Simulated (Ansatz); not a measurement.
# AlN2H+ (quartet): the correlation ladder, def2-TZVPP

The task here is to estimate one member of a computed series from the others.

The runs use Ansatz 0.2.0, Gaussian basis; def2-TZVPP, core rule «outside noble gas», up to 7 orbitals frozen.

The runs, in order: UHF; ROHF; CCSD(T) on UHF.

2 further runs of the same task are left out: 2 set aside as unsound or not needed.

## The geometry

The geometry is a PBE0/def2-TZVP stationary point (not a proven minimum) of the parent state, kept for this charge and spin.

4 atoms, charge 1, spin multiplicity 4.

Atoms are counted from 1 here; the program's logs count them from 0.

Bond lengths: Al1–N2 1.879 Å, N2–N3 1.296 Å, N2–H4 1.026 Å. Angles: Al1–N2–N3 128.0°, Al1–N2–H4 118.8°, N3–N2–H4 113.2°.

Coordinates:

```xyz
4
charge 1, multiplicity 4
Al    0.0000   -0.0793    1.2035
N     0.0000    0.4134   -0.6097
N     0.0000   -0.3623   -1.6474
H     0.0000    1.4109   -0.8502
```

Set-up of the first run:

Contents of in.yaml:

```yaml
crystal:
  periodic: [false, false, false]
  atoms:
    - {symbol: Al, position_ang: [0.000000, -0.079269, 1.203465]}
    - {symbol: N, position_ang: [0.000000, 0.413422, -0.609656]}
    - {symbol: N, position_ang: [0.000000, -0.362251, -1.647435]}
    - {symbol: H, position_ang: [0.000000, 1.410865, -0.850200]}
basis:
  gaussian: {orbitals: def2-TZVPP}
total_charge: 1
magnetization: {spin_polarized: true, initial_magnetization: 3}
hamiltonian: {xc: hf}
output: {orbitals: {seedname: orbitals}}
```

Launch:

```
$ ansatz run in.yaml --threads 1 --pin off --events-out ev --progress --plain --max-ram 4096MiB --backend cpu
```

Among the steps run: UHF; ROHF; CCSD(T) on UHF.

One table of the session follows, with a row left open; its other results are not shown here.

It belongs to the step «Misses and costs». 

| method | from UCCSD(T) (kJ/mol) |
| --- | --- |
| ROHF | +1101.6 |
| UHF | +1066.8 |
| UMP2 | +107.0 |
| UCCSD | ? |
| UCCSD(T) | 0 |

Q: Estimate the row for UCCSD from the others.

The run gave: from UCCSD(T) (kJ/mol): +47.4. In the column «from UCCSD(T) (kJ/mol)» it lies between UCCSD(T) (0) and UMP2 (+107.0).
